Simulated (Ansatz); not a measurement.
Total energies of `O=CC(F)(F)Cl`.

```tsv
atom	x (Å)	y (Å)	z (Å)
O1	-1.262	-1.255	0.622
C2	-0.606	-0.687	-0.191
C3	0.301	0.500	0.161
F4	0.094	0.939	1.390
F5	0.070	1.503	-0.697
Cl6	1.976	-0.045	-0.021
H7	-0.573	-0.954	-1.264
```

The species carries charge 0 and has multiplicity 1. The structure was optimised at the PBE0-D4/def2-TZVP level. It is one conformer, not always the lowest. Basis def2-TZVPP, the Gaussian-basis code of Ansatz.

RPA on PBE orbitals: Hartree–Fock energy of these orbitals -809.61784 Eh, correlation -1.86940 Eh (frozen core).

| functional | kind | energy without D4 (Eh) | D4 term (kJ/mol) |
| --- | --- | --- | --- |
| revPBE | GGA | -811.87187 | -50.3 |
| r2SCAN | meta-GGA | -811.87720 | -3.5 |
| B97M-V | meta-GGA with VV10 | -811.85337 | – |
| PBE0 | global hybrid, 25 % exact exchange | -811.55673 | -12.3 |
| B3LYP | global hybrid, 20 % | -812.07753 | -23.9 |
| r2SCANh | meta-GGA hybrid, 10 % | -811.85383 | -3.7 |
| r2SCAN0 | meta-GGA hybrid, 25 % | -811.82049 | -4.1 |
| HSE06 (plane-wave form) | screened hybrid | -811.53422 | -11.4 |
| LC-ωPBE | long-range corrected hybrid | -811.73233 | – |
| B2PLYP | double hybrid | -811.71962 | – |

Question: Give the same for LDA (SPW92), PBE, BLYP, BHLYP, CAM-B3LYP, ωB97X-V, ωB97M-V, PBE-QIDH. (An estimate is asked.)

Answer: Ansatz gave: 
```json
{"functional": "LDA (SPW92)", "kind": "LDA", "energy without D4 (Eh)": "-808.09913", "D4 term (kJ/mol)": "–"}
{"functional": "PBE", "kind": "GGA", "energy without D4 (Eh)": "-811.52604", "D4 term (kJ/mol)": "-14.8"}
{"functional": "BLYP", "kind": "GGA", "energy without D4 (Eh)": "-812.01732", "D4 term (kJ/mol)": "-33.6"}
{"functional": "BHLYP", "kind": "global hybrid, 50 %", "energy without D4 (Eh)": "-811.90488", "D4 term (kJ/mol)": "-16.9"}
{"functional": "CAM-B3LYP", "kind": "range-separated hybrid", "energy without D4 (Eh)": "-811.97340", "D4 term (kJ/mol)": "-12.3"}
{"functional": "ωB97X-V", "kind": "range-separated hybrid GGA with VV10", "energy without D4 (Eh)": "-811.88410", "D4 term (kJ/mol)": "–"}
{"functional": "ωB97M-V", "kind": "range-separated hybrid meta-GGA with VV10", "energy without D4 (Eh)": "-811.95631", "D4 term (kJ/mol)": "–"}
{"functional": "PBE-QIDH", "kind": "double hybrid", "energy without D4 (Eh)": "-811.42290", "D4 term (kJ/mol)": "–"}
```

B3LYP takes the VWN-RPA correlation (the form of Gaussian; ORCA's B3LYP/G). HSE06 is the plane-wave form, built on full-range PBE exchange. The double hybrids freeze the cores in their second-order part.

LC-ωPBE has ω = 0.4 bohr⁻¹.
